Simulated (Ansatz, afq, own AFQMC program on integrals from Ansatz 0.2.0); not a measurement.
Integrals from Ansatz 0.2.0, then the random walk in our own AFQMC program (afq).

```yaml
crystal:
  periodic: [false, false, false]
  atoms:
    - {symbol: B, position_ang: [0.000131, 0.005238, -0.005307]}
    - {symbol: H, position_ang: [-0.015452, 0.866665, 0.844525]}
    - {symbol: H, position_ang: [-0.023127, -0.921866, 0.934020]}
    - {symbol: H, position_ang: [0.021454, 0.855204, -0.866479]}
    - {symbol: H, position_ang: [0.015714, -0.856189, -0.855139]}
basis:
  gaussian: {orbitals: cc-pVDZ}
total_charge: 1
magnetization: {spin_polarized: false}
correlation: {method: ccsd_t, electrons: outside_noble_gas, hamiltonian_folder: ham}
```

```sh
$ ansatz run in.yaml --threads 1 --pin off --events-out ev --progress --plain --max-ram 16896MiB --backend cuda --devices 0, --max-vram 18GiB
```

Options of the walk:

```
--method free --trial cisd --walkers 4000 --time-step 0.03 --max-blocks 4000 --target-error 0.0003 --factor-cut 1e-05 --seed 151 --times 0,0.3,0.6,1.2,1.8,2.4,3.6,4.8,6 --taylor-order 8
```

Times are imaginary, in 1/Eh. The walk had a cap of 61 s.

Log:

```
orbitals 33  electrons 3 3  factors 258 of 304
reference energy -26.54955877 Eh
CCSD correlation -0.13416817 Eh in 9 cycles, weight of the determinant in the CISD state 0.9222
repeat  energy at the last time / Eh  error
    10  -26.687357  0.000053
    20  -26.687326  0.000048
    30  -26.687330  0.000056
time / (1/Eh)  energy / Eh  error  mean overlap
  0.00  -26.683719  0.000013  1.0843
  0.30  -26.685792  0.000016  1.0816
  0.60  -26.686586  0.000019  1.0813
  1.20  -26.687116  0.000020  1.0826
  1.80  -26.687232  0.000017  1.0849
  2.40  -26.687298  0.000022  1.0862
  3.60  -26.687346  0.000029  1.0861
  4.80  -26.687327  0.000041  1.0921
  6.00  -26.687320  0.000055  1.0903
energy -26.687320 +/- 0.000055 Eh
```

The run passed its tests (error under three times the target), which doesn't prove that it has relaxed.

Against this walk (error 1.5 meV) on the same determinant: CCSD(T) 20.6 meV higher, CCSDT(Q) 0.4 meV higher (within the noise), CCSDTQ 0.6 meV lower (within the noise), full CI 0.7 meV lower (within the noise). The error is statistical, and a free projection of finite length keeps a remainder of its start.

Cautions: remainder of the start not in the error.

The walk took 22 s on 1 × NVIDIA H100 80GB HBM3 with 2 threads of AMD EPYC 7R13 Processor (Zen 3) (shared host) (the card was shared). The log's last line is the free-projection energy.

CCSDT and higher add their correlation energy to the determinant of the CCSD(T) run, since their own runs factorise the integrals more tightly (a shift of under 2 meV). A walk keeps the symmetry of its determinant, which the program's search chose and which needn't be the lowest solution, so a lower state of the same spin and another symmetry isn't excluded.
